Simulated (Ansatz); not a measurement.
The input, for Ansatz 0.2.0:

```yaml
crystal:
  periodic: [false, false, false]
  atoms:
    - {symbol: B, position_ang: [-0.000019, -0.303817, 0.981005]}
    - {symbol: N, position_ang: [0.000023, -0.228496, -0.380547]}
    - {symbol: Ge, position_ang: [-0.000002, -0.146228, -2.270355]}
    - {symbol: H, position_ang: [-0.000002, 0.678541, 1.669897]}
basis:
  gaussian: {orbitals: cc-pVDZ}
total_charge: 1
magnetization: {spin_polarized: false, initial_magnetization: 4}
correlation: {method: ccsdt_q, electrons: outside_noble_gas}
```

```sh
$ ansatz run in.yaml --threads 1 --pin off --events-out ev --progress --plain --max-ram 2393MiB
```

The program prints:

```
1143 factors; integrals over basis functions are off by at most 2.5e-7 eV
mean field evaluation 1: about -58620.1172 eV, gradient 3.9e1 eV
mean field evaluation 2: about -58620.2284 eV, gradient 3.9e1 eV
mean field evaluation 4: about -58627.7955 eV, gradient 7.9e0 eV
mean field evaluation 8: about -58628.6748 eV, gradient 2.0e0 eV
mean field evaluation 16: about -58628.9423 eV, gradient 1.3e-2 eV
mean field evaluation 32: about -58628.8823 eV, gradient 9.4e-1 eV
mean field evaluation 64: about -58628.9355 eV, gradient 9.3e-1 eV
mean field evaluation 96: about -58628.8408 eV, gradient 2.7e-1 eV
mean field evaluation 128: about -58628.9422 eV, gradient 5.4e-2 eV
mean field evaluation 160: about -58625.6703 eV, gradient 5.2e0 eV
...
cycle  22  -7.35592149 eV  change    2.2e-6 eV  update   1.5e-5
cycle  23  -7.35591902 eV  change    2.5e-6 eV  update   1.3e-5
cycle  24  -7.35591074 eV  change    8.3e-6 eV  update   1.0e-5
cycle  25  -7.35590796 eV  change    2.8e-6 eV  update   8.2e-6
cycle  26  -7.35590472 eV  change    3.2e-6 eV  update   6.6e-6
cycle  27  -7.35590630 eV  change   -1.6e-6 eV  update   5.2e-6
cycle  28  -7.35590951 eV  change   -3.2e-6 eV  update   3.8e-6
cycle  29  -7.35591333 eV  change   -3.8e-6 eV  update   2.6e-6
cycle  30  -7.35591578 eV  change   -2.4e-6 eV  update   1.8e-6
cycle  31  -7.35591629 eV  change   -5.1e-7 eV  update   1.2e-6
perturbative correction -0.02603352 eV, -0.0009567141 hartree
Total energy: -58636.32426125 eV, -2154.8451714729 hartree
```

Ran on 1 thread of Arm Neoverse V1, shared host: 3 min wall, 0.78 GiB peak host memory.
